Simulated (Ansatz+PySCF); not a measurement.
Two shapes of triplet BSiP.

Shape 1:

```xyz
3

Si    0.0000    0.0000    2.1800
P     0.0000    0.0000    0.0000
B     0.0000    0.0000   -1.9100
```

Shape 2:

```xyz
3

Si    1.7857    0.0000    1.2504
P     0.0000    0.0000    0.0000
B    -1.5646    0.0000    1.0955
```

Basis set: STO-3G (spherical functions). Correlated methods keep 11 orbitals frozen. Correlation on ROHF uses semicanonical orbitals with singles. Charge 0, multiplicity 3.

Computed with Ansatz (development build ahead of 0.2.0); the reference of a correlated method needn't be the lowest determinant of its kind.

Question: Which shape is lower in energy, and by how much in each method?

Answer:

```json
{"method": "ROHF-CCSD", "E(2) − E(1) (eV)": "-0.326"}
{"method": "UHF-CCSD", "E(2) − E(1) (eV)": "-0.715"}
{"method": "ROHF-CCSD(T)", "E(2) − E(1) (eV)": "-0.261"}
{"method": "UHF-CCSD(T)", "E(2) − E(1) (eV)": "-0.624"}
```

Shape 2 is lower. Caution: large amplitudes, a single reference is doubtful; the reference determinant was not shown to be the lowest. Caution for ROHF-CCSD, ROHF-CCSD(T): an unrestricted determinant lies well below; the determinant may break the point group. Caution for UHF-CCSD, UHF-CCSD(T): the unrestricted determinant is spin contaminated; a plain start can end on a higher determinant. Caution for ROHF-CCSD(T), UHF-CCSD(T): another reference gives a lower total.
